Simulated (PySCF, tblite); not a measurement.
Formyl fluoride, CHFO.
InChI=1S/CHFO/c2-1-3/h1H

The calculation used PBE0/pcSseg-1 in PySCF (dipole) on a GFN2-xTB geometry, gas phase.

Masses are those of the commonest isotopes; rigid-rotor values at the optimised geometry. 

Q: What are A, B and C (MHz)?

A: Ia = 5.55, Ib = 42.47, Ic = 48.02 u·Å²; 505379 MHz·u·Å²/I gives A = 91109, B = 11900, C = 10525 MHz.

Q: What kind of rotor is it?

A: A near-prolate asymmetric top; Ray's κ = -0.966.

Q: What does the inertial defect say?

A: Planar: Δ = Ic − Ia − Ib = 0.00 u·Å². For a rigid frame Δ = −2 Σ m c², so it vanishes when all atoms lie in the ab plane; here none is more than 0.01 Å from it.

Q: Give the coordinates in the principal-axis frame, origin at the centre of mass.

A: The sense of each axis is arbitrary; atoms in the order of the calculation.
```csv
atom,mass (u),a (Å),b (Å),c (Å)
O1,15.995,-1.141,-0.218,0.000
C2,12.000,-0.154,0.412,0.000
F3,18.998,1.060,-0.157,0.000
H4,1.008,-0.031,1.504,0.000
```

Q: List the rotational levels J(Ka,Kc) to J = 3 (cm⁻¹).

A: Above 0(0,0):
J = 1: 1(0,1) 0.7480, 1(1,1) 3.3901, 1(1,0) 3.4360
J = 2: 2(0,2) 2.2434, 2(1,2) 4.8403, 2(1,1) 4.9778, 2(2,1) 12.9043, 2(2,0) 12.9048
J = 3: 3(0,3) 4.4851, 3(1,3) 7.0151, 3(1,2) 7.2903, 3(2,2) 15.1483, 3(2,1) 15.1512, 3(3,1) 28.4739, 3(3,0) 28.4739

Q: Which lines would a microwave search look for?

A: The dipole components are |μa| = 0.70 D, |μb| = 2.04 D, |μc| = 0.00 D; the mirror of this Cs structure is the ab plane, so μc vanishes by symmetry and there are no c-type lines. The squared components, which scale the intensities, stand as 0.12 : 1.00 (a : b). Some lines, for components of 0.1 D or more:

```tsv
type	branch	J(Ka,Kc)	MHz	lower level (cm⁻¹)
a	Q	1(1,0) ← 1(1,1)	1375	3.390
a	R	1(0,1) ← 0(0,0)	22425	0.000
a	R	2(1,2) ← 1(1,1)	43474	3.390
a	R	2(1,1) ← 1(1,0)	46224	3.436
b	Q	2(1,1) ← 2(0,2)	81976	2.243
b	R	2(1,2) ← 1(0,1)	122684	0.748
b	Q	2(2,0) ← 2(1,1)	237645	4.978
b	Q	2(2,1) ← 2(1,2)	241752	4.840
b	R	2(2,1) ← 1(1,0)	283851	3.436
b	R	2(2,0) ← 1(1,1)	285244	3.390
```

Q: Estimate the classical rotational partition function at 100 K, 200 K and 500 K.

A: Point group Cs, symmetry number σ = 1; q = (√π/σ)·√((kT/h)³/(ABC)), k/h = 20836.6 MHz/K: 1580 at 100 K, 4460 at 200 K, 17600 at 500 K.

Its GFN2-xTB frequencies are all real (lowest 621 cm⁻¹). Zero-point vibration and centrifugal distortion are left out.
